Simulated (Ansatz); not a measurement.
**ClHMgN radical (SMILES [NH][Mg][Cl]): functionals against CCSD(T) at one geometry**

Aim: energy, forces and dipole at a structure displaced at random from a GFN2-xTB minimum, from CCSD(T) and from density functionals.

Method: single points in def2-TZVPP; program: Ansatz 0.2.0, Gaussian basis.

Correlated methods freeze the cores. The outer core shell of Li, Na, Mg and K is correlated. Orbitals are unrestricted.

## (1) Starting geometry

SMILES `[NH][Mg][Cl]`, 4 atoms, charge 0, spin multiplicity 2.

Atoms are counted from 1 here; the program's logs count them from 0.

Bond lengths: N1–Mg2 1.887 Å, N1–H4 1.039 Å, Mg2–Cl3 2.103 Å. Angles: Mg2–N1–H4 122.3°, N1–Mg2–Cl3 138.1°.

As a file:

```xyz
4

N    -0.6465    0.8335   -0.8060
Mg    0.8923    0.0585   -0.0357
Cl    1.3564   -1.4110    1.3951
H    -1.6053    0.4965   -0.5886
```

## (2) CCSD(T)/def2-TZVPP

run/in.yaml reads:

```yaml
crystal:
  periodic: [false, false, false]
  atoms:
    - {symbol: N, position_ang: [-0.646500, 0.833500, -0.806000]}
    - {symbol: Mg, position_ang: [0.892300, 0.058500, -0.035700]}
    - {symbol: Cl, position_ang: [1.356400, -1.411000, 1.395100]}
    - {symbol: H, position_ang: [-1.605300, 0.496500, -0.588600]}
basis:
  gaussian: {orbitals: def2-TZVPP}
magnetization: {spin_polarized: true, initial_magnetization: 1}
correlation: {method: ccsd_t}
scf: {omitted_lower_state_checks: [cluster_reference]}
output: {forces: true}
```

The command line of these runs was not kept.

## (3) PBE0-D4/def2-TZVPP

Edit run/in.yaml of step 2 so:

```diff
@@ -10,4 +10,3 @@
 magnetization: {spin_polarized: true, initial_magnetization: 1}
-correlation: {method: ccsd_t}
-scf: {omitted_lower_state_checks: [cluster_reference]}
-output: {forces: true}
+hamiltonian: {xc: pbe0, dispersion: d4}
+output: {forces: true, orbitals: {seedname: orbitals}}
```

## (4) wB97M-V/def2-TZVPP

Edit run/in.yaml of step 3 so:

```diff
@@ -10,3 +10,3 @@
 magnetization: {spin_polarized: true, initial_magnetization: 1}
-hamiltonian: {xc: pbe0, dispersion: d4}
-output: {forces: true, orbitals: {seedname: orbitals}}
+hamiltonian: {xc: {name: wB97M-V}}
+output: {forces: true}
```

## (5) r2SCAN-D4/def2-TZVPP

Edit run/in.yaml of step 4 so:

```diff
@@ -10,3 +10,3 @@
 magnetization: {spin_polarized: true, initial_magnetization: 1}
-hamiltonian: {xc: {name: wB97M-V}}
+hamiltonian: {xc: r2scan, dispersion: d4}
 output: {forces: true}
```

## (6) PBE-D4/def2-TZVPP

Edit run/in.yaml of step 5 so:

```diff
@@ -10,3 +10,3 @@
 magnetization: {spin_polarized: true, initial_magnetization: 1}
-hamiltonian: {xc: r2scan, dispersion: d4}
+hamiltonian: {xc: pbe, dispersion: d4}
 output: {forces: true}
```

## (7) wB97X-V/def2-TZVPP

Edit run/in.yaml of step 6 so:

```diff
@@ -10,3 +10,3 @@
 magnetization: {spin_polarized: true, initial_magnetization: 1}
-hamiltonian: {xc: pbe, dispersion: d4}
+hamiltonian: {xc: {name: wB97X-V}}
 output: {forces: true}
```

## (8) LC-wPBE/def2-TZVPP

Edit run/in.yaml of step 7 so:

```diff
@@ -10,3 +10,3 @@
 magnetization: {spin_polarized: true, initial_magnetization: 1}
-hamiltonian: {xc: {name: wB97X-V}}
+hamiltonian: {xc: {name: LC-wPBE}}
 output: {forces: true}
```

(Steps that only read results are left out.)

**Question.** What will these runs give? Wanted: energy less free atoms, CCSD(T)/def2-TZVPP; RMS force component; RMS force error; HOMO and LUMO, PBE0-D4; T1 diagnostic.

As calculated:

| quantity | value |
| --- | --- |
| energy less free atoms, CCSD(T)/def2-TZVPP | -8.838 eV |
| RMS force component | 0.583 to 0.623 eV/Å over the methods |
| RMS force error | PBE0-D4 0.042, wB97M-V 0.037, r2SCAN-D4 0.029, PBE-D4 0.168, wB97X-V 0.036, LC-wPBE 0.103 eV/Å |
| HOMO and LUMO, PBE0-D4 | -6.44 and -2.60 eV |
| T1 diagnostic | 0.009 |

In words: Against CCSD(T) the functionals' energies less atoms differ by -0.835 to -0.549 eV, PBE-D4 by -0.835 eV. CCSD(T) in triple zeta still lacks some correlation energy of the bonds, so part of these gaps is its own basis error and they don't rank the functionals. The forces of r2SCAN-D4 come nearest to CCSD(T), those of PBE-D4 are farthest. Frozen-core CCSD(T) forces in triple zeta carry basis errors of their own, and this is one geometry, so small gaps rank nothing.
